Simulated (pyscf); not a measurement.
H₂N–Si:–Cl [singlet] -> HN=SiH–Cl, a hydrogen shift (singlet surface; H–N broken, H–Si formed). PySCF, gas phase, ωB97X-D3(BJ)/def2-SVP geometries. MP2 and CC: frozen core, UHF for open shells. ΔMP2 is the change of the MP2 total energy from the triple- to the quadruple-zeta basis. Energies in kcal/mol from the reactant's lowest minimum found.

Small-basis levels: PySCF, no dispersion term, spherical d functions. AM1 to PM7: differences of heats of formation from MOPAC. Cost: rough CPU time at the saddle relative to B3LYP/6-31G*, from one job on a shared machine.

```
level                             barrier  reaction energy        cost
--------------------------------  -------  ---------------  ----------
HF/3-21G                                …            +56.5         0.1
HF/6-31G*                               …            +30.9         0.2
MP2/6-31G*                           73.1            +23.0         0.2
BP86/6-31G*                          63.5            +24.1           2
B3LYP/STO-3G                         84.4            +41.9         0.8
B3LYP/6-31G*                         70.2            +25.9           1
M06-2X/6-31G*                        76.1            +29.2           2
PBE/def2-SVP                         64.1            +25.1           1
PM7                                  53.7            -11.8  under 0.02
CCSD(T)/def2-TZVPP + ΔMP2(QZVPP)        …            +23.4           –
```

Problem. Some entries are withheld; supply them.

Solution. 
- HF/3-21G, barrier: 107.8
- HF/6-31G*, barrier: 90.8
- CCSD(T)/def2-TZVPP + ΔMP2(QZVPP), barrier: 68.4

Against the last row the barrier runs from -14.7 (PM7) to +39.4 kcal/mol (HF/3-21G). CCSD(T)/def2-TZVPP + ΔMP2(QZVPP) has limits of its own. The same reactants have a lower exit, to HN=Si: [singlet] + HCl (barrier +54.7 kcal/mol at ωB97M-D3(BJ), against +72.5 kcal/mol here). This is the saddle that the search found; another between the same sides may lie lower. The CCSD(T) − MP2 part came from Ansatz, without density fitting, on the same reference.
